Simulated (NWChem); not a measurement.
All runs are NWChem calculations. System: nitrogen dioxide (NO2), charge 0, spin multiplicity 2, at a geometry optimised with UPBE/def2-SVP. Its SCF solution wasn't tested for a lower state. Level: UM06-2X/def2-TZVP.

The NWChem input:

```
start mol
memory heap 200 mb stack 900 mb global 1100 mb
geometry units angstroms nocenter noautoz
  O     -1.109267     0.000000     0.142484
  N      0.000000     0.000000    -0.325679
  O      1.109267     0.000000     0.142484
  symmetry group C2v
end
basis spherical
  * library def2-tzvp
end
dft
  xc m06-2x
  odft
  mult 2
  semidirect memsize 60000000 filesize 0
  iterations 100
  grid fine
end
task dft energy
```

Output (cleaned and shortened):

```
             Northwest Computational Chemistry Package (NWChem) 7.3.0
             --------------------------------------------------------

                                NWChem Input Module
                                -------------------

 Scaling coordinates for geometry "geometry" by  1.889725989
 (inverse scale =  0.529177249)

 Turning off AUTOSYM since
 SYMMETRY directive was detected!

                             Geometry "geometry" -> ""
                             -------------------------

 Output coordinates in angstroms (scale by  1.889725989 to convert to a.u.)

  No.       Tag          Charge          X              Y              Z
 ---- ---------------- ---------- -------------- -------------- --------------
    1 O                    8.0000    -1.10926700     0.00000000     0.14248400
    2 N                    7.0000     0.00000000     0.00000000    -0.32567900
    3 O                    8.0000     1.10926700     0.00000000     0.14248400

 Effective nuclear repulsion energy (a.u.)      64.4908566634

            Nuclear Dipole moment (a.u.)
            ----------------------------
        X                 Y               Z
 ---------------- ---------------- ----------------
     0.0000000000     0.0000000000    -0.0000170075

      Symmetry information
      --------------------

 Group name             C2v
 Group number             16
 Group order               4
 No. of unique centers     2

      Symmetry unique atoms

     1    2


 Summary of "ao basis" -> "" (spherical)
 ------------------------------------------------------------------------------
       Tag                 Description            Shells   Functions and Types
 ---------------- ------------------------------  ------  ---------------------
 *                         def2-tzvp                  on all atoms

                                 NWChem DFT Module
                                 -----------------

 Summary of "ao basis" -> "ao basis" (spherical)
 ------------------------------------------------------------------------------
       Tag                 Description            Shells   Functions and Types
 ---------------- ------------------------------  ------  ---------------------
 O                         def2-tzvp                11       31   5s3p2d1f
 N                         def2-tzvp                11       31   5s3p2d1f

 Summary of "ao basis" -> "ao basis" (spherical)
 ------------------------------------------------------------------------------
       Tag                 Description            Shells   Functions and Types
 ---------------- ------------------------------  ------  ---------------------
 O                         def2-tzvp                11       31   5s3p2d1f
 N                         def2-tzvp                11       31   5s3p2d1f

      Symmetry analysis of basis
      --------------------------

        a1         35
        a2         13
        b1         28
        b2         17

            General Information
            -------------------
          SCF calculation type: DFT
          Wavefunction type:  spin polarized.
          No. of atoms     :     3
          No. of electrons :    23
           Alpha electrons :    12
            Beta electrons :    11
          Charge           :     0
          Spin multiplicity:     2
          Use of symmetry is: on ; symmetry adaption is: on
          Maximum number of iterations: 100
          AO basis - number of functions:    93
                     number of shells:    33
[...]
    10      0.294723  1 O  py                72     -0.294723  3 O  py
    13      0.202927  1 O  py                75     -0.202927  3 O  py
    51     -0.057239  2 N  d -2

 Vector   11  Occ=1.000000D+00  E=-4.199217D-01  Symmetry=b1
              MO Center= -3.3D-15, -3.5D-16,  8.9D-02, r^2= 1.8D+00
   Bfn.  Coefficient  Atom+Function         Bfn.  Coefficient  Atom+Function
  ----- ------------  ---------------      ----- ------------  ---------------
     8      0.290221  1 O  pz                70     -0.290221  3 O  pz
    11      0.252417  1 O  pz                73     -0.252417  3 O  pz
     6      0.190541  1 O  px                68      0.190541  3 O  px
     9      0.168227  1 O  px                71      0.168227  3 O  px
    14      0.159549  1 O  pz                76     -0.159549  3 O  pz

 Vector   12  Occ=0.000000D+00  E=-1.084318D-01  Symmetry=a1
              MO Center=  1.1D-14, -5.5D-15, -2.0D-01, r^2= 1.7D+00
   Bfn.  Coefficient  Atom+Function         Bfn.  Coefficient  Atom+Function
  ----- ------------  ---------------      ----- ------------  ---------------
    36      0.764623  2 N  s                 39     -0.289953  2 N  pz
    14      0.287729  1 O  pz                76      0.287729  3 O  pz
     8      0.271324  1 O  pz                70      0.271324  3 O  pz
    42     -0.243234  2 N  pz                11      0.233904  1 O  pz
    73      0.233904  3 O  pz                 5     -0.204904  1 O  s

 Vector   13  Occ=0.000000D+00  E=-2.768245D-02  Symmetry=b2
              MO Center= -4.2D-15,  5.7D-15, -1.1D-01, r^2= 1.5D+00
   Bfn.  Coefficient  Atom+Function         Bfn.  Coefficient  Atom+Function
  ----- ------------  ---------------      ----- ------------  ---------------
    44      0.456780  2 N  py                38      0.396398  2 N  py
    41      0.387168  2 N  py                13     -0.342287  1 O  py
    75     -0.342287  3 O  py                 7     -0.269104  1 O  py
    69     -0.269104  3 O  py                10     -0.228446  1 O  py
    72     -0.228446  3 O  py

 Vector   14  Occ=0.000000D+00  E= 1.954736D-01  Symmetry=a1
              MO Center= -3.6D-15,  5.0D-15,  7.7D-02, r^2= 3.4D+00
   Bfn.  Coefficient  Atom+Function         Bfn.  Coefficient  Atom+Function
  ----- ------------  ---------------      ----- ------------  ---------------
    36      4.935645  2 N  s                  5     -2.202239  1 O  s
    67     -2.202239  3 O  s                 45      1.451177  2 N  pz
    12     -1.189597  1 O  px                74      1.189597  3 O  px
    42      0.338985  2 N  pz                35     -0.276987  2 N  s
    39      0.206348  2 N  pz                 3     -0.136935  1 O  s

   alpha - beta orbital overlaps
   -----------------------------

   alpha      1      2      3      4      5      6      7      8      9     10
    beta      1      2      3      4      5      6      9      8      7     11
 overlap   1.000  1.000  1.000  1.000  1.000  0.971  0.970  0.991  1.000  0.989

   alpha     11     12     13     14     15     16     17     18     19     20
    beta     10     12     13     14     15     16     17     18     19     20
 overlap   1.000  0.992  1.000  0.996  0.997  0.988  0.999  0.986  0.999  0.995

   alpha     21     22     23     24     25     26     27     28     29     30
    beta     21     22     23     24     25     26     27     28     29     30
 overlap   1.000  0.994  0.999  0.904  0.901  1.000  0.999  1.000  0.999  1.000

   alpha     31     32     33     34     35     36     37     38     39     40
    beta     31     32     33     34     35     36     37     38     39     40
 overlap   1.000  0.999  1.000  1.000  1.000  1.000  0.988  1.000  1.000  0.989

   alpha     41     42     43     44     45     46     47     48     49     50
    beta     41     42     43     44     45     46     47     48     49     50
 overlap   1.000  1.000  1.000  0.996  0.996  0.998  0.998  1.000  1.000  1.000

   alpha     51     52     53     54     55     56     57     58     59     60
    beta     51     52     53     54     55     56     57     58     59     60
 overlap   1.000  1.000  1.000  1.000  0.999  0.999  1.000  0.997  1.000  0.998

   alpha     61     62     63     64     65     66     67     68     69     70
    beta     61     62     63     64     65     66     67     68     69     70
 overlap   0.997  1.000  0.998  1.000  1.000  1.000  1.000  1.000  1.000  1.000

   alpha     71     72     73     74     75     76     77     78     79     80
    beta     71     72     73     74     75     76     77     78     79     80
 overlap   1.000  1.000  1.000  1.000  1.000  0.993  1.000  0.998  0.993  1.000

   alpha     81     82     83     84     85     86     87     88     89     90
    beta     81     82     84     83     85     86     87     88     89     90
 overlap   0.998  1.000  1.000  1.000  1.000  1.000  1.000  1.000  1.000  1.000

   alpha     91     92     93
    beta     91     92     93
 overlap   1.000  1.000  1.000

     --------------------------
     Expectation value of S2:
     --------------------------
      <S2> =      0.7556 (Exact =     0.7500)

 center of mass
 --------------
 x =   0.00000000 y =   0.00000000 z =  -0.00010142

 moments of inertia (a.u.)
 ------------------
           7.623180498636           0.000000000000           0.000000000000
           0.000000000000         148.189623202031           0.000000000000
           0.000000000000           0.000000000000         140.566442703395

     Multipole analysis of the density
     ---------------------------------

     L   x y z        total         alpha         beta         nuclear
     -   - - -        -----         -----         ----         -------
     0   0 0 0     -0.000000    -12.000000    -11.000000     23.000000

     1   1 0 0      0.000000      0.000000      0.000000      0.000000
     1   0 1 0     -0.000000     -0.000000     -0.000000      0.000000
     1   0 0 1     -0.154611      0.103096     -0.257690     -0.000017

     2   2 0 0    -13.390157    -43.286108    -40.409636     70.305587
     2   1 1 0     -0.000000      0.000000     -0.000000      0.000000
     2   1 0 1     -0.000000      0.000000     -0.000000      0.000000
     2   0 2 0    -11.081999     -5.723725     -5.358274      0.000000
     2   0 1 1     -0.000000     -0.000000     -0.000000      0.000000
     2   0 0 2    -11.567537     -8.565972     -6.812942      3.811378

 Task  times  cpu:        1.5s     wall:        1.5s

 Total times  cpu:        1.5s     wall:        1.5s
```
